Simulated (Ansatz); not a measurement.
**AlBH₂ (singlet): wave-function methods side by side at scale of all distances = 0.897, 6-31G**

An exercise on one series of results from a longer session: the logs are not shown, and one member is left open.

Method: 6-31G, core rule «outside noble gas», up to 6 orbitals frozen; program: Ansatz 0.2.0, Gaussian basis.

To be run: UHF; CCSD(T) on RHF; CCSD(T) on UHF; BCCD(T) on RHF; CISD; CCSDT(Q) on RHF; CCSDT(Q) on UHF; CCSDTQ on RHF; CASSCF and MRCISD+Q, 2 electrons in 2 orbitals; CASSCF and NEVPT2, 2 electrons in 2 orbitals; CASSCF and MRCISD+Q, 8 electrons in 10 orbitals; CASSCF and NEVPT2, 8 electrons in 10 orbitals; Full CI.

10 further runs of the same task are left out: 8 that didn't finish, 2 set aside as unsound or not needed.

**The system**

The geometry derives from a PBE0/def2-TZVP stationary point (not a proven minimum). All distances are scaled together.

4 atoms, charge 0, spin multiplicity 1.

Atoms are counted from 1 here; the program's logs count them from 0.

Bond lengths: B1–Al2 1.843 Å, B1–H3 1.074 Å, Al2–H4 1.431 Å. Angles: Al2–B1–H3 139.8°, B1–Al2–H4 128.5°.

Set-up of the first run:

in.yaml reads:

```yaml
crystal:
  periodic: [false, false, false]
  atoms:
    - {symbol: B, position_ang: [0.000000, -0.212212, 1.280348]}
    - {symbol: Al, position_ang: [0.000000, 0.104353, -0.535537]}
    - {symbol: H, position_ang: [0.000000, 0.329001, 2.207855]}
    - {symbol: H, position_ang: [0.000000, -0.846275, -1.604880]}
basis:
  gaussian: {orbitals: 6-31G}
magnetization: {spin_polarized: true, initial_magnetization: 0}
hamiltonian: {xc: hf}
output: {orbitals: {seedname: orbitals}}
```

The run is started by

```sh
ansatz run in.yaml --threads 1 --pin off --events-out ev --progress --plain --max-ram 2393MiB
```

Among the steps run: UHF; CCSD(T) on RHF; CCSD(T) on UHF; BCCD(T) on RHF; CISD; CCSDT(Q) on RHF; CCSDT(Q) on UHF; CCSDTQ on RHF; CASSCF and MRCISD+Q, 2 electrons in 2 orbitals; CASSCF and NEVPT2, 2 electrons in 2 orbitals; CASSCF and MRCISD+Q, 8 electrons in 10 orbitals; CASSCF and NEVPT2, 8 electrons in 10 orbitals; Full CI.

One table of the session follows, with a row left open; its other results are not shown here.

```
          method  from FCI (meV)
             RHF         +3259.7
            RMP2          +968.3
            CISD          +340.3
           RCCSD          +135.4
        RCCSD(T)           +36.3
         BCCD(T)               ?
          RCCSDT           +11.3
       RCCSDT(Q)            +2.5
         RCCSDTQ            +0.5
     CASSCF pair         +2308.4
     NEVPT2 pair          +661.5
     MRCISD pair          +166.5
   MRCISD+Q pair           +31.7
  CASSCF valence          +720.0
  NEVPT2 valence          +221.8
  MRCISD valence           +23.5
MRCISD+Q valence           +10.2
             FCI               0
```

**Question.** Estimate the row for BCCD(T).

As computed: from FCI (meV): +38.5. In the column «from FCI (meV)» it lies between RCCSD(T) (+36.3) and RCCSD (+135.4).

Left out of the table: UHF, UMP2, UCCSD, UCCSD(T), UCCSDT, UCCSDT(Q) (another determinant or state than the rows shown).
